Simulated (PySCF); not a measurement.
AlB⁺ from Hartree–Fock to correlated methods

State: ²Σ⁺ (doublet), unpaired electrons σ ↑. Set-up: PySCF, no relativity, basis sets Al aug-cc-pV(D+d)Z, B aug-cc-pVDZ. De refers to Al⁺ + B in their high-spin ground configurations, without counterpoise correction. The functionals are run spin-unrestricted. A positive dipole points towards B; it is taken about the centre of mass and depends on that origin.

```
      Level  Re (Å)  ωe (cm⁻¹)  De (eV)  μ (D)
        UHF   2.848        218     0.58   0.18
    UHF-MP2   2.800        226     0.67    n/a
UHF-SCS-MP2   2.819        218     0.63    n/a
   UHF-CCSD   2.801        228     0.68    n/a
UHF-CCSD(T)   2.787        233     0.71    n/a
        PBE   2.760        232     1.03   0.44
     revPBE   2.786        223     0.97   0.44
       BP86   2.780        224     0.99   0.41
     r²SCAN   2.753        234     0.97   0.49
       PBE0   2.741        245     0.96   0.43
      B97-3   2.750        236     0.89   0.32
      HSE06   2.747        242     0.96   0.42
```

The bond length runs from 2.741 Å (PBE0) to 2.848 Å (UHF). De spans 0.58 eV (UHF, mean field) to 1.03 eV (PBE, GGA). Correlation at CCSD(T) changes the Hartree–Fock bond energy by +0.13 eV; the triples alone change it by +0.03 eV.

Correlated steps freeze 6 core orbitals. Correlated levels converge slowly with the basis: in double zeta they bind strong bonds too weakly, by up to about 1 eV, and carry superposition errors of some tenths. For an ion De counts to the pair picked by the measured ionisation energies or electron affinities, which need not be the lowest pair at this level. The state was picked by a PBE0 search and need not be the measured ground state.

The whole job (state search and all levels along the bond) took about 2.2 min on 1 thread of Arm Neoverse V1 (shared host), peak memory 0.83 GiB.
